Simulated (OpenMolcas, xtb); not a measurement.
# How methods differ on BN (SMILES B#N)

BN: 2 atoms, total charge 0, spin state triplet. SMILES: `B#N`. Geometry: relaxed at GFN2-xTB.

```xyz
2

B     0.0000    0.0000    0.0000
N     0.0000    0.0000    1.2684
```

Quantity: the dipole moment, in D. The values are calculated.

| level | kind | program | value (D) |
| --- | --- | --- | --- |
| GFN0-xTB | semi-empirical | xtb | 3.33 |
| GFN1-xTB | semi-empirical | xtb | 1.89 |
| GFN2-xTB | semi-empirical | xtb | 1.95 |
| ROHF/STO-3G | Hartree–Fock | OpenMolcas | 2.18 |
| UHF/STO-3G | Hartree–Fock | OpenMolcas | 2.06 |
| UHF/3-21G | Hartree–Fock | OpenMolcas | 2.32 |
| UHF/def2-SVP | Hartree–Fock | OpenMolcas | 2.52 |
| USVWN5/STO-3G | LDA | OpenMolcas | 1.35 |
| USVWN5/cc-pVTZ | LDA | OpenMolcas | 1.74 |
| UPBE/STO-3G | GGA | OpenMolcas | 1.42 |

The values span 1.35 to 3.33 D. Sets without polarisation functions give poor dipoles.
